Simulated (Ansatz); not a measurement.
## fcc Y (model structure)

Computed with r²SCAN+rVV10 (plane waves, PAW; Ansatz, an electronic-structure program).

Numerical settings: plane-wave cutoff 500 eV, 24×24×24 k mesh, Fermi–Dirac smearing 0.1 eV, scalar-relativistic PAW data made under PBE.

Cell (relaxed at this level):

```xyz
1
Lattice="0.0000 2.5433 2.5433 2.5433 0.0000 2.5433 2.5433 2.5433 0.0000" Properties=species:S:1:pos:R:3 pbc="T T T"
Y      0.0000     0.0000     0.0000
```

```
Property         Result
--------  -------------
band gap  zero (no gap)
```

Note: the relaxation could raise the start's symmetry but not lower it, so the cell can be a saddle point.

Spin–orbit coupling is not included.

The computed numbers hold no vibrational or temperature effects.

A model structure was made by putting elements into a prototype or built by hand; it is no filed structure, need not be a known phase, and can be a saddle point held by its symmetry.
